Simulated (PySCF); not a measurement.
# C2H3P: the cost of one run

Programs: PySCF 2.14.0, with density-fitted response routines of our own. Each step states its level of theory. These are calculated values for one molecule in the gas phase, unless marked as measured. Atoms count from 0, in the outputs and in this text.

## (1) Starting geometry

6 atoms, charge 0, multiplicity 1; geometry from: GFN2-xTB. The atoms were then displaced at random by about 0.01 Å, so the start is not that level's minimum.

Bonds of the start (Å): C0–C1 1.41, C1–P2 1.54, C0–H3 1.08, C0–H4 1.08, C0–H5 1.13.

## (2) Optimising the geometry at PBE0-D3(BJ)/def2-SVP

Job settings and geometry (Å):

```
{"job": {"xc": "PBE0", "basis": "def2-SVP", "d3": "d3bj", "grid": 1, "shake": 0.01, "kind": "geom"}, "charge": 0, "multiplicity": 1}
C     -0.527850    -0.029990     0.006980
C      0.886340     0.003540    -0.016120
P      2.423190     0.019680    -0.040640
H     -0.900170    -0.540050    -0.869330
H     -0.916020    -0.503520     0.895850
H     -0.941320     1.020320    -0.021410
```

Command:

```bash
$ OMP_NUM_THREADS=1 python probes_run.py task.json out
```

One launch serves the whole session: the jobs run in the order shown.

Q: Estimate the wall time and peak memory of this first job on 1 thread of Arm Neoverse V1, shared host.

About 3.7 s, with a peak of 0.28 GiB.
